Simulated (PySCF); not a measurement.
Species: C5H9S (doublet state).
Structure used (GFN2-xTB), in Å, numbered top down from 1:
```xyz
15
C5H9S angstrom
C      1.6351    1.3397   -0.0730
C      1.2634    0.3107    0.6661
C      0.7356   -0.9845    0.0998
C     -0.7095   -1.0986    0.4241
C     -1.7255   -0.6047   -0.4592
S     -2.1957    1.2163   -0.0171
H      1.9804    2.2610    0.3654
H      1.6267    1.2991   -1.1508
H      1.2735    0.3711    1.7455
H      0.8874   -0.9978   -0.9813
H      1.2846   -1.8157    0.5516
H     -0.9820   -1.3270    1.4427
H     -1.4279   -0.5578   -1.5037
H     -2.6916   -1.0903   -0.3427
H     -0.9589    1.6866   -0.1561
```

The hyperfine couplings belong to this conformer and change with its torsions.

Identity: `C=CC[CH]CS` [radical].

Level of theory: UKS B3LYP, pcH-1 on C H S, non-relativistic, mean-field spin-orbit, GIAO in PySCF. Geometry: GFN2-xTB, one conformer, isolated molecule. Couplings are sensitive to structure, and on GFN2-xTB geometries they can be far from those on DFT ones. No stability test was run, so a lower SCF solution isn't excluded.

Give the principal g shifts and their parts.

| Δg (ppm) | 1 | 2 | 3 |
| --- | --- | --- | --- |
| relativistic mass correction | -173 | -173 | -173 |
| gauge correction | 7 | 23 | 21 |
| orbital Zeeman/spin–orbit | -336 | 731 | 2879 |
| total | -501 | 582 | 2727 |

So g = 2.00182, 2.00290, 2.00505 and g_iso = 2.00325; the tensor is rhombic: the two nearest values differ by 34 % of g3 − g1. 

At 9.706 GHz, how far is the centre of the isotropic spectrum from where a free electron (g = 2.002319) resonates?

B = hν/(g μB) with μB/h = 13.99624 MHz/mT gives 346.33 mT for the free electron and 346.17 mT at g_iso, 0.16 mT lower.

What are the electron Larmor frequencies g μB B/h along the three axes at 340 mT?

9.5261, 9.5313, 9.5415 GHz for g1, g2 and g3, a range of 15.4 MHz.

What effective moment and Curie constant follow for a powder?

With the mean of g² = 4.0130 and S(S+1) = 0.75: μ_eff = √(⟨g²⟩S(S+1)) = 1.735 μB and χT = 0.12505·⟨g²⟩·S(S+1) = 0.376 cm³ K/mol (cgs; spin-Hamiltonian part alone).

In a frozen sample, at which fields do the three g values resonate at 9.5, 34, 94 and 263 GHz (hyperfine left aside), and which band first spreads them over more than twice a line width of 0.3 mT?

| band | GHz | B(g3) mT | B(g2) mT | B(g1) mT | spread mT |
| --- | --- | --- | --- | --- | --- |
| X | 9.5 | 338.52 | 338.89 | 339.07 | 0.55 |
| Q | 34.0 | 1211.55 | 1212.85 | 1213.51 | 1.95 |
| W | 94.0 | 3349.59 | 3353.18 | 3354.99 | 5.40 |
| J | 263.0 | 9371.73 | 9381.77 | 9386.85 | 15.11 |

The spread grows in proportion to the frequency. Q band is the first where it exceeds 0.6 mT.

The largest Mulliken spin populations are on C4 (+0.91), S6 (+0.19), C5 (-0.10) and C3 (-0.06). The positive populations add up to 1.21 and the negative ones to -0.21, together 2S = 1. The angles at C4 add up to 358.2°, so it is nearly planar; its axial dipolar tensor and the negative coupling of its proton fit spin in a p orbital normal to that plane.

The HOMO–LUMO gaps are 5.25 eV among the α and 4.27 eV among the β orbitals.

Hardware: an Arm Neoverse V2 with one thread, shared host with 96 logical CPUs at a one-minute load of 49. Cost: 61 s (with the writing of density and orbital grids), 0.91 GiB resident at most.
